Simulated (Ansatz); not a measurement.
Task: a ranking of conformers of C₃H₅FO₂, SMILES CC(O)(F)C=O, with the Python package of Ansatz (0.2.0). Give the script and its output. Use (for the species named): MP2, cc-pVDZ basis, multiplicity 1.

The script, `run_conformers.py`:
```python
import ansatz
from rdkit import Chem
from rdkit.Chem import AllChem

BASIS_SET = 'cc-pVDZ'
METHOD = 'MP2'

rd = Chem.AddHs(Chem.MolFromSmiles('CC(O)(F)C=O'))
ids = list(AllChem.EmbedMultipleConfs(rd, numConfs=20, randomSeed=252, pruneRmsThresh=0.4))
field = [energy for _, energy in AllChem.MMFFOptimizeMoleculeConfs(rd)]
distinct = {round(e, 2): i for i, e in zip(ids, field)}
chosen = sorted(distinct.items())[:3]
found = []
for force_field, index in chosen:
    system = ansatz.Crystal.molecule()
    for atom, xyz in zip(rd.GetAtoms(), rd.GetConformer(index).GetPositions()):
        system = system.atom(atom.GetSymbol(), xyz.round(5).tolist())
    model = system.calculation().basis(gaussian=BASIS_SET).correlation(METHOD)
    found.append(model.run(threads=1, pin='off').report['free_energy_ev'])
print('conformer   MMFF (kcal/mol)   this level (kcal/mol)')
for (force_field, index), e in zip(chosen, found):
    print(f'{index:9d} {force_field - chosen[0][0]:17.2f} {23.060548 * (e - min(found)):17.3f}')
```

Output of `python run_conformers.py`:
```text
conformer   MMFF (kcal/mol)   this level (kcal/mol)
        3              0.00             0.000
        0              1.61             2.192
```

The conformers keep their force-field geometries. Timing: 5.4 s on 1 thread of Arm Neoverse V1 (shared host), peak memory 0.31 GiB.
